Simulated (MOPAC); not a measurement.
MOPAC input (AM1):

```
AM1 FORCE THERMO(298,298) PRECISE LET CHARGE=-1 GEO-OK AUX(PRECISION=9) THREADS=1
C4H3S

S     0.00049444 1    0.06183526 1    1.16103828 1
C    -0.00135624 1    1.30227831 1    0.02294282 1
C     0.00127663 1   -1.20397335 1    0.02604663 1
C    -0.00139879 1    0.76402491 1   -1.23836511 1
C     0.00011181 1   -0.67578552 1   -1.24064126 1
H     0.00250616 1   -2.25212686 1    0.29390048 1
H    -0.00244643 1    1.33695860 1   -2.16432684 1
H     0.00028437 1   -1.26232143 1   -2.16069475 1
```

Which zero-point energy does it print?

34.62 kcal/mol, from the harmonic wavenumbers of AM1.
